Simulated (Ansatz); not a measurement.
```yaml
crystal:
  periodic: [false, false, false]
  atoms:
    - {symbol: N, position_ang: [-1.688756, -0.131369, -0.001072]}
    - {symbol: N, position_ang: [-0.589585, 0.329523, 0.001238]}
    - {symbol: S, position_ang: [1.010928, -0.129825, -0.000254]}
    - {symbol: H, position_ang: [-0.499408, 1.376421, 0.005763]}
basis:
  gaussian: {orbitals: def2-TZVP}
magnetization: {spin_polarized: true, initial_magnetization: 1}
hamiltonian: {xc: pbe0}
relax: {f_tol: 0.004, max_steps: 80}
```

```sh
$ ansatz run in.yaml --threads 1 --pin off --events-out ev --progress --plain --max-ram 2176MiB
```

Steps of the relaxation (energy above the last step; positions in Å, forces in eV/Å):

```
4
step 1, 175.3 meV
N    -1.689   -0.131   -0.001   -1.406   -0.774   -0.004
N    -0.590    0.330    0.001    1.615    1.829    0.008
S     1.011   -0.130    0.000    0.517   -0.732   -0.003
H    -0.499    1.376    0.006   -0.726   -0.324   -0.002
```

```
4
step 2, 108.7 meV
N    -1.687   -0.134   -0.001   -0.589   -0.500   -0.002
N    -0.578    0.344    0.001    1.150    1.293    0.006
S     1.022   -0.151    0.000    0.016   -0.542   -0.002
H    -0.523    1.386    0.006   -0.577   -0.251   -0.001
```

```
4
step 3, 28.5 meV
N    -1.636   -0.150   -0.001    0.663    0.051    0.000
N    -0.531    0.412    0.002   -0.114   -0.610   -0.003
S     1.030   -0.252   -0.001   -0.873    0.392    0.001
H    -0.631    1.435    0.006    0.324    0.167    0.001
```

```
4
step 8, 0.0 meV
N    -1.621   -0.171   -0.001    0.001    0.001    0.000
N    -0.538    0.413    0.002    0.000   -0.001    0.000
S     0.994   -0.239   -0.001   -0.001    0.001    0.000
H    -0.602    1.442    0.006    0.000    0.000    0.000
```

Close pairs at the end: N2–H4 1.031 Å, N1–N2 1.231 Å, N2–S3 1.665 Å.

A stationary point of unrestricted PBE0 after 8 steps, with ⟨S²⟩ = 0.845 against 0.75 for a pure state; no frequencies were run, so it isn't proven a minimum. 25 s on 1 thread of Intel Xeon 6975P-C, shared host.
